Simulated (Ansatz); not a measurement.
in.yaml

```yaml
crystal:
  periodic: [false, false, false]
  atoms:
    - {symbol: Zr, position_ang: [0.000000, 0.000000, 0.000000]}
    - {symbol: Ge, position_ang: [0.000000, 0.000000, 2.459800]}
basis:
  gaussian: {orbitals: def2-TZVPP}
total_charge: 1
magnetization: {spin_polarized: true, initial_magnetization: 3}
hamiltonian: {xc: hf}
output: {orbitals: {seedname: orbitals}}
```

```sh
$ ansatz run in.yaml --threads 1 --pin off --events-out ev --progress --plain --max-ram 4096MiB --backend cpu
```

Question: Roughly how long does this take on 1 thread of AMD EPYC 7R13, shared host, and how much host memory?

Answer: 1.8 min wall and 0.31 GiB.

```
911 factors; their error is unknown
mean field evaluation 1: about -57725.5128 eV, gradient 1.9e1 eV
mean field evaluation 2: about -57726.2277 eV, gradient 2.2e1 eV
mean field evaluation 4: about -57729.1677 eV, gradient 1.5e0 eV
mean field evaluation 8: about -57729.3532 eV, gradient 3.2e-1 eV
mean field evaluation 16: about -57730.6043 eV, gradient 3.8e-1 eV
mean field evaluation 32: about -57730.6266 eV, gradient 6.2e0 eV
mean field evaluation 64: about -57696.9718 eV, gradient 1.3e2 eV
mean field evaluation 96: about -57730.7293 eV, gradient 2.7e0 eV
mean field evaluation 128: about -57727.4104 eV, gradient 5.2e-1 eV
mean field evaluation 160: about -57730.6062 eV, gradient 2.3e-2 eV
mean field evaluation 192: about -57729.1436 eV, gradient 1.7e-1 eV
mean field evaluation 224: about -57730.4938 eV, gradient 9.7e-1 eV
mean field evaluation 256: about -57731.4203 eV, gradient 1.6e-1 eV
mean field evaluation 288: about -57731.4196 eV, gradient 1.6e-1 eV
mean field evaluation 320: about -57731.3316 eV, gradient 2.9e-1 eV
mean field evaluation 352: about -57731.3429 eV, gradient 3.2e-1 eV
mean field evaluation 384: about -57729.8595 eV, gradient 1.0e1 eV
mean field evaluation 416: about -57728.1318 eV, gradient 1.7e1 eV
mean field evaluation 448: about -57727.1690 eV, gradient 8.8e0 eV
mean field evaluation 480: about -57730.9813 eV, gradient 1.1e0 eV
mean field evaluation 512: about -57730.1428 eV, gradient 2.6e0 eV
mean field evaluation 544: about -57730.7579 eV, gradient 9.8e-1 eV
mean field evaluation 576: about -57730.5518 eV, gradient 3.8e-1 eV
mean field evaluation 608: about -57730.2346 eV, gradient 5.1e-1 eV
mean field evaluation 640: about -57730.4368 eV, gradient 6.8e-2 eV
mean field evaluation 672: about -57728.9827 eV, gradient 2.8e0 eV
mean field evaluation 704: about -57730.6064 eV, gradient 8.5e-6 eV
mean field evaluation 736: about -57731.0536 eV, gradient 1.6e0 eV
mean field evaluation 768: about -57731.2999 eV, gradient 3.7e-5 eV
mean field evaluation 800: about -57731.3380 eV, gradient 8.6e-3 eV
mean field -57731.44860640 eV, -2121.5916045039 hartree, gradient 7.5e-6 eV, S^2 4.548206; 18 other end points of the search recorded, 0 dependent functions left out
reference -57731.44860640 eV, -2121.5916045039 hartree; 23, 20 occupied and 81, 84 virtual orbitals, 911 factors
Total energy: -57731.44860640 eV, -2121.5916045039 hartree
```
